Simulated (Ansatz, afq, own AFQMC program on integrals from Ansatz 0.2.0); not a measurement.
Where AFQMC and coupled cluster stand for SiH₂, triplet

```yaml
atoms:
  - { symbol: Si, position_ang: [0.6470, 0.4782, 0.2311] }
  - { symbol: H, position_ang: [0.9139, 0.7413, 1.6768] }
  - { symbol: H, position_ang: [1.5493, 1.0824, -0.7942] }
```

Basis def2-TZVP. Noble-gas cores (and the filled d shells of Ga–Kr and In–Xe) are frozen. AFQMC by an in-house program on the Cholesky factors that Ansatz 0.2.0 writes for its CCSD(T) run. ph-AFQMC/CISD is guided by a CISD state made of CCSD amplitudes; releasing the constraint for a short imaginary time cuts its bias at the price of noise, slowly where states lie close. Error bars are statistical, one sigma.

Determinant: UHF, the one that the program's search chose, which needn't be the lowest solution. The geometry is a PBE0/def2-SVP stationary point of this or a neighbouring charge and spin state.

No full CI on the walks' own integrals is used here; CCSDT(Q) serves as the reference and is uncertain by about the last step of the cluster series.

The T1 diagnostic is 0.0185 and the weight of the determinant in the CISD state is 0.930. The ⟨S²⟩ of the determinant is 2.006 and the size of the correlated space is 6 electrons in 44 orbitals.

```
  level  correlation energy (eV)
    MP2                  -2.2742
   CCSD                  -2.9025
CCSD(T)                  -2.9828
```

Task: Estimate where phaseless AFQMC with a CISD trial lies against CCSD(T) on the same integrals.

Result: 18.5 ± 1.3 meV below CCSD(T).

Reference: CCSDT(Q), correlation energy -3.006 eV. The released energy is read at 2.40 1/Eh (meV from the phaseless value at times in 1/Eh: -1.4 ± 1.0 at 0.24, -1.8 ± 0.9 at 0.51, -3.2 ± 0.6 at 0.99, -4.6 ± 0.5 at 1.62, -5.5 ± 1.1 at 2.40).

| level | E − E(reference) (meV) | share of correlation (%) |
| --- | --- | --- |
| CCSD(T) | 23.6 | 99.21 |
| CCSDT | 1.8 | 99.94 |
| ph-AFQMC/CISD | 5.1 ± 1.3 | 99.83 |
| released AFQMC | -0.4 ± 1.1 | 100.01 |

A walk keeps the symmetry of its determinant, which the program's search chose and which needn't be the lowest solution, so a lower state of the same spin and another symmetry isn't excluded. Released energies are given only where the last usable release times agree within the noise; a slower fall can still hide under it.
